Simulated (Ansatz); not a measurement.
One change: `CCC(=N)N` becomes `N=C(N)N`.

Ansatz, PBE0-D4/def2-TZVP geometries, multiplicity 1. Each molecule was computed in one conformer, which needn't be the lowest.

| property | `CCC(=N)N` |
| --- | --- |
| HOMO energy (ωB97M-V/def2-TZVPP) / eV | -9.14 |
| HOMO energy (B3LYP/def2-TZVPP) / eV | -6.62 |
| HOMO energy (PBE0/def2-TZVPP) / eV | -6.84 |
| size of the dipole moment (ωB97M-V/def2-TZVPP) / D | 2.90 |
| LUMO energy (PBE/def2-TZVPP) / eV | -0.30 |
| HOMO–LUMO gap (B3LYP/def2-TZVPP) / eV | 6.91 |

Q: What does the change do to each property? (An estimate is asked.)

A: Computed: 
```
                                          property  `N=C(N)N`  shift
             HOMO energy (ωB97M-V/def2-TZVPP) / eV      -9.09   0.05
               HOMO energy (B3LYP/def2-TZVPP) / eV      -6.56   0.06
                HOMO energy (PBE0/def2-TZVPP) / eV      -6.78   0.06
size of the dipole moment (ωB97M-V/def2-TZVPP) / D       2.89  -0.01
                 LUMO energy (PBE/def2-TZVPP) / eV      -0.09   0.21
             HOMO–LUMO gap (B3LYP/def2-TZVPP) / eV       6.91   0.00
```

With PBE0 the HOMO rises by 0.06 eV and the LUMO rises by 0.13 eV, so the gap widens by about 0.07 eV. PBE moves the HOMO by 0.13 eV and ωB97M-V by 0.05 eV. Dipoles are sizes alone; their direction can turn.

B3LYP here is the variant with VWN-RPA as its local correlation; programs differ in this.
